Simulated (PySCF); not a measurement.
Some computed properties have been withheld. Give your best values.

Compound: C₄H₃FN (charge -1).
SMILES: `FC1=CC=C[N-]1`

```tsv
property	level	value
point group	PBE0-D3(BJ)/def2-SVP	?
rotational constants A, B, C	PBE0-D3(BJ)/def2-SVP	9.288, 3.630, 2.610 GHz
HOMO energy	PBE0/pcSseg-1	?
LUMO energy	PBE0/pcSseg-1	?
13C chemical shifts (computed TMS as zero) by class	GIAO PBE0/pcSseg-1	162.9 (1 C), 115.6 (1 C), 101.0 (1 C), 77.8 (1 C) ppm
1H chemical shifts (computed TMS as zero) by class	GIAO PBE0/pcSseg-1	?
isotropic shieldings of nuclei other than C and H, by class	GIAO PBE0/pcSseg-1	?
largest of the computed one-bond spin–spin couplings (means over like bonds)	B3LYP/pcJ-1	19F–13C -264.9, 13C–1H +175.3, 13C–1H +166.5, 13C–1H +161.2, 13C–13C +90.7, 13C–13C +67.8, 13C–13C +65.5, 15N–13C -8.7 Hz
```

Gas-phase values; electronic properties from PySCF, density fitting. Isolated species at its PBE0-D3(BJ)/def2-SVP geometry, gas phase. The geometry's basis has no diffuse functions, a weakness for an anion. The HOMO energy is positive, so at this level the finite basis confines the outermost electrons. No diffuse functions stand in pcJ-1 and pcSseg-1, which bears on an anion's orbital energies.

(1) Give the 1H chemical shifts (computed TMS as zero) by class.

(2) What are the isotropic shieldings of nuclei other than C and H, by class?

(3) The LUMO energy?

(4) The point group?

(5) The HOMO energy?

Answers

(1) 5.72 (1 H), 5.34 (1 H), 4.69 (1 H) ppm.

(2) 3 (1 N), 325 (1 F) ppm.

(3) 6.50 eV.

(4) Cs.

(5) -0.09 eV.

With B = h/(8π²I), that is 505.379 GHz u Å² over I, the principal moments of inertia are 54.4, 139.2 and 193.6 u Å² (most abundant isotopes). The rotational constants make it an asymmetric top with κ = (2B − A − C)/(A − C) = -0.69, nearer the prolate limit (−1).
